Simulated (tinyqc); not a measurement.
UHF in the sto-3g basis, for OH+, spin multiplicity 3, step by step. One step of it, computed by the program tinyqc.

Question. Orthogonalisation. S = U s U^T; symmetric (Loewdin) form X = U s^(-1/2) U^T, so that X^T S X = 1.

overlap S, lower triangle:
```
           1O 1s     1O 2s    1O 2px    1O 2py    1O 2pz     2H 1s
1O 1s   1.000000
1O 2s   0.236704  1.000000
1O 2px  0.000000  0.000000  1.000000
1O 2py  0.000000  0.000000  0.000000  1.000000
1O 2pz  0.000000  0.000000  0.000000  0.000000  1.000000
2H 1s   0.012192  0.163915  0.000000  0.000000  0.166819  1.000000
```

Give: eigenvalues of S; X.

Answer.

eigenvalues of S: 0.699  0.865  1.000  1.000  1.123  1.313

X, lower triangle:
```
         1O 1s   1O 2s  1O 2px  1O 2py  1O 2pz  2H 1s
1O 1s    1.022
1O 2s   -0.124   1.033
1O 2px   0.000   0.000   1.000
1O 2py   0.000   0.000   0.000   1.000
1O 2pz  -0.001   0.011   0.000   0.000   1.011
2H 1s    0.009  -0.087   0.000   0.000  -0.086  1.022
```
